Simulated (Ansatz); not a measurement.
# AlH3S: the cost of one run

Computed with Ansatz 0.2.0, driven from Python. The levels of theory stand in the script.

## 1. Starting point

Bond lengths: Al1–S2 2.223 Å, Al1–H3 1.617 Å, Al1–H4 1.639 Å, S2–H5 1.422 Å. Angles: Al1–S2–H5 90.6°, S2–Al1–H3 123.2°, S2–Al1–H4 117.8°, H3–Al1–H4 118.9°.

No structure file is read: the coordinates are typed or built in the script.

## 2. The script

File run_composite.py:

```python
import ansatz as az
import numpy as np


def main() -> None:
    geometry_ang = [
        ("Al", (-0.5802, 0.0681, -0.1841)),
        ("S", (1.1915, 0.3773, 1.1232)),
        ("H", (-1.7529, -0.9939, 0.1516)),
        ("H", (-0.7444, 1.04, -1.4938)),
        ("H", (1.936, -0.5651, 0.3616)),
    ]
    molecule = az.Crystal.molecule()
    for symbol, xyz in geometry_ang:
        molecule = molecule.atom(symbol, xyz)

    calc = molecule.calculation().basis(gaussian="def2-SVP").functional("pbe0", dispersion="d4")
    symbols = [site.symbol for site in molecule.cartesian_sites]
    start = np.array([site.position_ang for site in molecule.cartesian_sites], dtype=float)
    report = calc.relax(force_tolerance=0.01, max_steps=100).run(threads=1, backend="cpu").report
    end = np.array(report["positions_ang"])
    print("final positions (A) and the move of each atom")
    for symbol, xyz, old in zip(symbols, end, start):
        print(f"{symbol:2s} {xyz[0]:10.5f} {xyz[1]:10.5f} {xyz[2]:10.5f}   {np.linalg.norm(xyz - old):7.4f}")

    minimum = az.Crystal.molecule()
    for symbol, place in zip(symbols, end):
        minimum = minimum.atom(symbol, place.tolist())
    at_minimum = minimum.calculation()
    level = lambda method, basis: at_minimum.basis(gaussian=basis).correlation(method).run(threads=1, backend="cpu").report
    small, large, cluster = level("mp2", "cc-pVDZ"), level("mp2", "cc-pVTZ"), level("ccsd_t", "cc-pVDZ")
    corr = lambda each: (each["free_energy_ev"] - each["reference_energy_ev"]) / 27.211386246
    mp2_limit = (27 * corr(large) - 8 * corr(small)) / 19
    pieces = {"HF / cc-pVTZ": large["reference_energy_ev"] / 27.211386246, "MP2 correlation, DZ-TZ limit": mp2_limit, "CCSD(T) - MP2 / cc-pVDZ": corr(cluster) - corr(small)}
    for name, value in pieces.items():
        print(f"{name:32s} {value:14.6f} Ha")
    print(f"{'sum':32s} {sum(pieces.values()):14.6f} Ha")
    print("T1 diagnostic", round(cluster["correlation"]["coupled_cluster"]["t1_diagnostic"], 4))


if __name__ == "__main__":
    main()
```

## 3. The input behind the calls

The package turns the script's settings into the engine's input (first run):

```yaml
crystal:
  periodic: [false, false, false]
  atoms:
    - { symbol: Al, position_ang: [-0.5802, 0.0681, -0.1841] }
    - { symbol: S, position_ang: [1.1915, 0.3773, 1.1232] }
    - { symbol: H, position_ang: [-1.7529, -0.9939, 0.1516] }
    - { symbol: H, position_ang: [-0.7444, 1.04, -1.4938] }
    - { symbol: H, position_ang: [1.936, -0.5651, 0.3616] }
basis:
  gaussian:
    orbitals: def2-SVP
hamiltonian:
  xc: pbe0
  dispersion: d4
relax:
  f_tol: 0.01
  max_steps: 100
```

## 4. The run

Launch:

```
$ python run_composite.py
```

**Question.** How long does this script take on 1 thread of Arm Neoverse V2, shared host, and how much memory does it need?

About 14 s, with a peak of 0.22 GiB.
